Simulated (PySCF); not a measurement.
## Gas-phase XPS of trans-3-hexene, computed

Species: trans-3-hexene, C6H12.
SMILES with atom numbers: `[CH3:1][CH2:2]/[CH:3]=[CH:4]/[CH2:5][CH3:6]`

The calculation used delta-SCF UKS SCAN, pcX-2 on the ionised atom, pcseg-1 elsewhere, spin-free X2C in PySCF 2.14.0. These are vertical core ionisation energies against the vacuum level, from separate self-consistent calculations with and without the core hole.

**Question.** Give the core binding energies atom by atom.

**Answer.** 
| atom(s) | bonded to | level | binding energy (eV) | above the level's lowest (eV) | count |
| --- | --- | --- | --- | --- | --- |
| C2/C5 | 2 C and 2 H | C 1s | 290.55 | +0.64 | 2 |
| C1/C6 | C and 3 H | C 1s | 290.44 | +0.53 | 2 |
| C3/C4 | C (double bond), C and H | C 1s | 289.91 | 0.00 | 2 |

The listed C 1s values span 0.64 eV, from C3/C4 (bonded to C (double bond), C and H) to C2/C5 (bonded to 2 C and 2 H). The widest gap between neighbouring values is 0.53 eV, between 289.91 and 290.44 eV.

**Question.** Which photon energy gives electrons from C 1s of C1/C6 a kinetic energy of 200 eV, and what is their de Broglie wavelength?

**Answer.** hν = 290.44 + 200 = 490.44 eV, recoil neglected; λ = 12.264 Å/√(E/eV) = 0.87 Å.

Atoms equivalent by their bonding share one computed value, that of the first of them. One conformer (not necessarily the lowest) at the PBE0-D3(BJ)/def2-SVP geometry, without solvent, vibrations or thermal averaging.

The values belong to the conformer `[CH3:1][CH2:2]/[CH:3]=[CH:4]/[CH2:5][CH3:6]`: C1–C2–C3–C4 118°, C3–C4–C5–C6 118°.
